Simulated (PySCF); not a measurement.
Simulated outer-valence photoelectron spectrum of `ClC=C`. Method: EOM-IP-CCSD/aug-cc-pVDZ in PySCF, restricted Hartree–Fock reference, frozen core, non-relativistic, gas phase, PBE0-D3(BJ)/def2-SVP geometry.

Each root has a Gaussian of 0.3 eV full width with its one-hole share as area; cross sections and vibrations are left out, and the highest printed point is 100.

```json
{"ionisation energy (eV)": "9.6", "intensity": "0"}
{"ionisation energy (eV)": "9.8", "intensity": "24"}
{"ionisation energy (eV)": "10.0", "intensity": "100"}
{"ionisation energy (eV)": "10.2", "intensity": "36"}
{"ionisation energy (eV)": "10.4", "intensity": "1"}
{"ionisation energy (eV)": "10.6", "intensity": "0"}
{"ionisation energy (eV)": "10.8", "intensity": "0"}
{"ionisation energy (eV)": "11.0", "intensity": "0"}
{"ionisation energy (eV)": "11.2", "intensity": "3"}
{"ionisation energy (eV)": "11.4", "intensity": "54"}
{"ionisation energy (eV)": "11.6", "intensity": "90"}
{"ionisation energy (eV)": "11.8", "intensity": "13"}
{"ionisation energy (eV)": "12.0", "intensity": "0"}
{"ionisation energy (eV)": "12.2", "intensity": "0"}
{"ionisation energy (eV)": "12.4", "intensity": "0"}
{"ionisation energy (eV)": "12.6", "intensity": "0"}
{"ionisation energy (eV)": "12.8", "intensity": "4"}
{"ionisation energy (eV)": "13.0", "intensity": "64"}
{"ionisation energy (eV)": "13.2", "intensity": "82"}
{"ionisation energy (eV)": "13.4", "intensity": "53"}
{"ionisation energy (eV)": "13.6", "intensity": "96"}
{"ionisation energy (eV)": "13.8", "intensity": "18"}
{"ionisation energy (eV)": "14.0", "intensity": "0"}
{"ionisation energy (eV)": "14.2", "intensity": "0"}
{"ionisation energy (eV)": "14.4", "intensity": "0"}
{"ionisation energy (eV)": "14.6", "intensity": "0"}
{"ionisation energy (eV)": "14.8", "intensity": "0"}
{"ionisation energy (eV)": "15.0", "intensity": "0"}
{"ionisation energy (eV)": "15.2", "intensity": "17"}
{"ionisation energy (eV)": "15.4", "intensity": "94"}
{"ionisation energy (eV)": "15.6", "intensity": "45"}
{"ionisation energy (eV)": "15.8", "intensity": "2"}
{"ionisation energy (eV)": "16.0", "intensity": "0"}
{"ionisation energy (eV)": "16.2", "intensity": "3"}
{"ionisation energy (eV)": "16.4", "intensity": "56"}
{"ionisation energy (eV)": "16.6", "intensity": "86"}
{"ionisation energy (eV)": "16.8", "intensity": "11"}
```

**Question.** Where are the maxima, and how many lines lie under the curve?

**Answer.** 6 maxima, at 10.0, 11.5, 13.1, 13.6, 15.4 and 16.5 eV, from 6 lines.

**Question.** List the lines with their holes.

**Answer.** 
| E (eV) | leading hole (HF orbital) | area | Koopmans (eV) |
| --- | --- | --- | --- |
| 10.02 | HOMO | 0.96 | 10.12 |
| 11.54 | HOMO-1 | 0.96 | 12.40 |
| 13.12 | HOMO-2 | 0.94 | 13.96 |
| 13.56 | HOMO-3 | 0.96 | 14.44 |
| 15.44 | HOMO-4 | 0.95 | 16.75 |
| 16.54 | HOMO-5 | 0.93 | 18.00 |

The widest gap, 1.88 eV, lies between 13.56 and 15.44 eV. Only orbitals with −ε under 21 eV, eight at most, were ionised, so the high end of the curve may lack lines.

The run took 3.5 min of wall time on one thread, Arm Neoverse V1 (aarch64), shared host with 32 logical CPUs at a one-minute load of 24, and the process peaked at 0.90 GiB of memory.
